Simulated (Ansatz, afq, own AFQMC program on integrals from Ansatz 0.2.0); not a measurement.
Where AFQMC and coupled cluster stand for Ga, quartet

A free Ga atom.

Basis aug-cc-pVDZ. Only valence electrons are correlated. Ansatz 0.2.0 and our own AFQMC program on the same integrals; the CISD trial comes from CCSD amplitudes, and released means the phaseless constraint is let go. ± is one standard error of the sampling. No spin–orbit coupling.

Determinant: UHF, the one that the program's search chose, which needn't be the lowest solution.

Full CI on the same integrals is exact in this basis and with this determinant's frozen core.

Cautions: no relativity below Rb; no spin-orbit coupling; inner d shell frozen; another spin lies lower (by 4.06 eV); the released energies have errors that jump between times, so the bars are unsure, so no released level is given (meV from the phaseless value at times in 1/Eh: -10 ± 9 at 0.24, -0.06 ± 0.06 at 0.51, -0.17 ± 0.05 at 0.99, 1.2 ± 1.2 at 1.62, -0.10 ± 0.13 at 2.40), though the last usable value meets full CI within the noise.

```
T1 diagnostic                               : 0.0042
weight of the determinant in the CISD state : 0.986
⟨S²⟩ of the determinant                     : 3.752
size of the correlated space                : 3 electrons in 22 orbitals
```

| level | correlation energy (eV) |
| --- | --- |
| MP2 | -0.1839 |
| CCSD | -0.2890 |
| CCSD(T) | -0.2899 |

Task: Estimate where phaseless AFQMC with a CISD trial lies against CCSD(T) on the same integrals.

Result: 0.01 ± 0.01 kcal/mol below CCSD(T). The gap is under twice the noise, so this walk alone can't tell the two apart.

Reference: full CI, correlation energy -0.290 eV.

| level | E − E(reference) (kcal/mol) | share of correlation (%) |
| --- | --- | --- |
| CCSD(T) | 0.01 | 99.84 |
| ph-AFQMC/CISD | 0.00 ± 0.01 | 99.94 |

A walk keeps the symmetry of its determinant, which the program's search chose and which needn't be the lowest solution, so a lower state of the same spin and another symmetry isn't excluded.
